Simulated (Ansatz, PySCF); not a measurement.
System: ammonia, NH3 (charge 0, singlet). SMILES: N
Coordinates optimised at B3LYP-D3(BJ)/def2-TZVP (Ansatz, a quantum-chemistry and plane-wave program):
```xyz
4

N      0.0022    -0.0038     0.1116
H     -0.0020     0.9512    -0.2281
H      0.8095    -0.4644    -0.2929
H     -0.8232    -0.4600    -0.2599
```
Charge 0, spin multiplicity 1.


Property: enthalpy of formation at 298 K (from the atomisation energy, B3LYP-D3(BJ)/def2-TZVP harmonic zero-point and thermal terms from PySCF, and the atoms' enthalpies of formation in the G2/97 table; no spin-orbit terms, and no core term in the frozen-core levels), in kcal/mol. Correlated levels leave the core frozen unless marked. Open shells are spin-unrestricted. Spin-orbit coupling is left out. No relativistic terms. The coupled-cluster limit lacks core correlation, which all-electron functionals hold. CBS(X,Y): correlation extrapolated as X^-3; Hartree-Fock from the larger set (for Q and 5 zeta extrapolated as (X+1)exp(-9√X)).

```tsv
level	program	enthalpy of formation at 298 K (kcal/mol)
PBE/def2-TZVPD	Ansatz	-13.6
TPSS-D4/def2-TZVPD	PySCF + dftd4	-11.8
PBE0/STO-3G	Ansatz	-19.1
TPSSh-D3(BJ)/def2-TZVPD	PySCF + dftd3	-10.1
```

**Question.** What does CCSD(T)/CBS(cc-pVQZ,cc-pV5Z) (Ansatz) give?

**Answer.** -10.3 kcal/mol, so TPSSh-D3(BJ)/def2-TZVPD differs from it by 0.2 kcal/mol.
